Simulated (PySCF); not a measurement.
## Neon: a sound run and one with changed settings

Sound run: Ne [Ne], Ne⁺ [He] 2s2 2p5. Computed with PySCF 2.14 in pcseg-2 (4s3p2d1f, 30 functions), with no relativity, point nucleus. In the sound run the correlated levels freeze 1s2. The sound run starts from symmetry-adapted Hartree-Fock orbitals and uses a fine grid where one is needed.

A second run was set up differently.

```
species   method  sound run (hartree)  changed run (hartree)  converged
     Ne      MP2           -128.78420             -128.71832        yes
     Ne  CCSD(T)           -128.79103             -128.72138        yes
    Ne⁺      MP2           -127.98998             -127.92545        yes
    Ne⁺  CCSD(T)           -128.00436             -127.93253        yes
```

Ionisation energy of Ne:

| method | sound run (eV) | changed run (eV) |
| --- | --- | --- |
| UHF | 19.704 | 19.704 |
| MP2 | 21.612 | 21.575 |
| SCS-MP2 | 21.464 | 21.469 |
| CCSD | 21.354 | 21.413 |
| CCSD(T) | 21.406 | 21.466 |

Task: What was changed?
A. level shift left on
B. all electrons correlated in a valence basis
C. minimal basis
D. a valence shell is frozen

Result: D. Freezing a valence shell removes pair correlation that changes on ionisation.
